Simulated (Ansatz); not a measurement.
# BSiH⁺, doublet: from triple and quadruple zeta to the limit

```xyz
3

Si    0.0000    0.0000    1.6588
B     0.0000    0.0000   -0.2364
H     0.0000    0.0000   -1.4224
```

Connectivity, by distances: Si–BH.

Ansatz 0.2.0, UHF determinant, valence electrons correlated. Energies in eV.

| set | X | functions | Hartree–Fock | MP2 correlation | CCSD(T) correlation | time |
| --- | --- | --- | --- | --- | --- | --- |
| def2-TZVPP | 3 | 87 | -8539.2123 | -3.2991 | -4.5232 | 11 s on 1 × NVIDIA H100 80GB HBM3 with 1 thread of AMD EPYC 7R13 Processor (Zen 3) (shared host) |
| def2-QZVPP | 4 | 157 | -8539.4598 | -3.5462 | -4.7233 | 16 s on 1 × NVIDIA H100 80GB HBM3 with 1 thread of AMD EPYC 7R13 Processor (Zen 3), on a shared host |

Hartree–Fock is taken to follow E(X) = E∞ + A·exp(−7.88·√X), correlation E(X) = E∞ + B·X^−2.97.

Cautions: ⟨S²⟩ of the determinant is 1.19 against 0.75, spin contaminated.

Question: Work out the CCSD(T) energy at the limit, and how far the shortcut misses it that extrapolates MP2 and adds CCSD(T) minus MP2 from the smaller set.

Answer: Hartree–Fock: E∞ = E4 + 0.1377·(E4 − E3) = -8539.4939. Correlation: E∞ = E4 + 0.7407·(E4 − E3) = -4.8715 for CCSD(T) and -3.7293 for MP2. The limit is -8544.3654 eV, 0.182 eV below def2-QZVPP. The shortcut gives a correlation energy of -3.7293 + (-1.2241) = -4.9533, 82 meV lower than the direct value.

Past Ne part of the Hartree–Fock step between the two sets comes from the cores, which don't follow the formula, so the 34 meV that it adds to the total can overshoot; that part largely cancels in differences.
